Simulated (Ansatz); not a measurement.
Input for Ansatz (development build ahead of 0.2.0):

```yaml
crystal:
  periodic: [false, false, false]
  atoms:
    - { symbol: B, position_ang: [0.0, 0.0, 0.0] }
    - { symbol: Na, position_ang: [0.0, 0.0, 3.6225] }
basis:
  gaussian: { orbitals: pcseg-2 }
magnetization:
  spin_polarized: true
hamiltonian:
  xc: pbe
```

The input is written out in the form of the current development build from the run's settings.

The run gave:

```
Converged                       : yes
Total energy                    : -186.80102 hartree
Spin squared of the determinant : 0.665
Stability test                  : minimum
```

Caution: the unrestricted determinant is spin contaminated.
